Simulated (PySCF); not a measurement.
CClF3.
Bonds: F1–C2, C2–F3, C2–F4, C2–Cl5.

Level: PBE0/pcSseg-1 and B3LYP/def2-SVPD in PySCF, non-relativistic, on one gas-phase PBE0-D3(BJ)/def2-SVP geometry that isn't relaxed in the solvent. The solvent is an IEF-PCM continuum (van der Waals radii × 1.2). The model holds no explicit solvent molecules, cavitation or dispersion.

Gas phase at PBE0/pcSseg-1: HOMO -10.10 eV, LUMO 0.26 eV, dipole 0.21 D.

**Question.** What does the continuum do to the energy, the frontier levels and the dipole at PBE0/pcSseg-1 in chloroform and dimethylsulfoxide?

**Answer.** 
```csv
solvent,ε,E(solvent) − E(gas) (kcal/mol),polarisation term (kcal/mol),distortion of the solute (kcal/mol),HOMO (eV),LUMO (eV),dipole (D)
chloroform,4.711,-0.45,-0.45,0.00,-10.02,0.35,0.23
dimethylsulfoxide,46.83,-0.64,-0.66,0.02,-9.99,0.38,0.24
```

The first energy column is the sum of the next two and covers electrostatics alone. From chloroform to dimethylsulfoxide the lowering changes by a factor 1.44, Onsager's factor (ε − 1)/(2ε + 1) by 1.36 and ε itself by 9.9.

Gas phase at B3LYP/def2-SVPD: HOMO -9.87 eV, LUMO -0.56 eV, dipole 0.35 D.

**Question.** What does the continuum do to the energy, the frontier levels and the dipole at B3LYP/def2-SVPD in chloroform and dimethylsulfoxide?

**Answer.** 
```json
{"solvent": "chloroform", "ε": "4.711", "E(solvent) − E(gas) (kcal/mol)": "-0.48", "polarisation term (kcal/mol)": "-0.48", "distortion of the solute (kcal/mol)": "0.00", "HOMO (eV)": "-9.77", "LUMO (eV)": "-0.44", "dipole (D)": "0.39"}
{"solvent": "dimethylsulfoxide", "ε": "46.83", "E(solvent) − E(gas) (kcal/mol)": "-0.68", "polarisation term (kcal/mol)": "-0.70", "distortion of the solute (kcal/mol)": "0.02", "HOMO (eV)": "-9.74", "LUMO (eV)": "-0.40", "dipole (D)": "0.41"}
```

**Question.** How does the static polarisability (B3LYP/def2-SVPD, frozen core, with the continuum's full static response) change?

**Answer.** 
```tsv
medium	isotropic (au)	principal values (au)	⟨r²⟩ of the electrons (bohr²)
gas	31.3	28.7, 28.7, 36.6	407.6
chloroform	36.6	33.6, 33.6, 42.5	407.8
dimethylsulfoxide	39.0	36.0, 36.1, 44.9	407.9
```

The isotropic value in dimethylsulfoxide is 1.25 times the gas-phase one; no cavity-field correction is applied. ⟨r²⟩ is taken about the centre of nuclear charge.
